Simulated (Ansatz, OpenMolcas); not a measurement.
# C2H2O2 (glyoxal): a line through the functionals

The species is C2H2O2 (6 atoms), meant as a singlet with charge 0. SMILES: `O=CC=O`. Geometry: relaxed at PBE0-D4/def2-TZVP. This is one conformer, not always the lowest.

The HOMO–LUMO gap y, in eV, basis aug-cc-pVDZ; a is the functional's share of exact exchange. Programs: Ansatz 0.2.0, OpenMolcas 26.06.

```
functional     program     a  y (eV)
    revPBE      Ansatz     0    2.00
      TPSS  OpenMolcas     0    2.24
     B3LYP      Ansatz   0.2    4.21
   r2SCAN0      Ansatz  0.25    4.97
      PBE0      Ansatz  0.25       ?
     BHLYP      Ansatz   0.5    7.51
```

Problem. Fit y = c + s·a to the known rows and predict PBE0.

Solution. 
1. Means of the 5 rows: a = 0.1900, y = 4.186.
2. Σ(Δa)² = 0.172, Σ(Δa·Δy) = 1.8628, so the slope is 1.8628/0.172 = 10.83.
3. Intercept: 4.186 − (10.83) × 0.1900 = 2.128. The largest residual of the fit is 0.13.
4. PBE0: 2.128 + (10.83) × 0.25 = 4.84 eV.

The run gave 4.69 eV, so the prediction is off by +0.15 eV, about the largest residual. Exact exchange lowers occupied levels and raises empty ones. The rows mix families of semi-local functionals, which the line can't see.
